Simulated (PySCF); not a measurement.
Computed with B3LYP-D3(BJ)/def2-TZVP run with PySCF 2.14.0. Gas-phase values, no solvent. B3LYP has the VWN-RPA correlation part, as in Gaussian. Delta-SCF ions had no search for a lower state. 

Reference species (SMILES): `S` (neutral, multiplicity 1).

```json
{
  "HOMO": "-7.23 eV",
  "vertical ionisation energy (Delta-SCF)": "10.41 eV"
}
```

Changed species: `[SH][GeH3]` (X = germyl; the reference has X = H).

Problem. What does the change do to the HOMO and vertical ionisation energy (Delta-SCF)?

Solution. the HOMO increases by 0.18 eV, to -7.05 eV; the vertical ionisation energy (Delta-SCF) falls by 0.80 eV, to 9.61 eV.
